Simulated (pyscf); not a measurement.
HO–Si•(Cl)–Cl (SMILES O[Si](Cl)Cl) + H₂ (SMILES [H][H]) -> Cl–SiH•–Cl (SMILES Cl[SiH]Cl) + H₂O (SMILES O), a four-centre exchange (doublet surface; O–Si, H–H broken, H–Si, H–O formed). Optimised with ωB97X-D3(BJ)/def2-SVP in PySCF. Energies in kcal/mol from the separated reactants.

Small-basis levels: PySCF, no dispersion term, spherical d functions. Open shells are spin-unrestricted. 

Q: In single points SVWN5/6-31G* puts the saddle at 27.3 kcal/mol and the reaction energy at +24.0 kcal/mol. Should these be trusted to within a few kcal/mol? Compare with ωB97M-D3(BJ)/def2-TZVP.

A: ωB97M-D3(BJ)/def2-TZVP gives ΔE‡ = 42.6 kcal/mol and ΔE = +19.6 kcal/mol. SVWN5/6-31G* lies 15.3 kcal/mol under it in the barrier and 4.4 kcal/mol over it in the reaction energy, so on this step it does not hold to within 3.0 kcal/mol. ωB97M-D3(BJ)/def2-TZVP has limits of its own. This is the saddle that the search found; another between the same sides may lie lower.
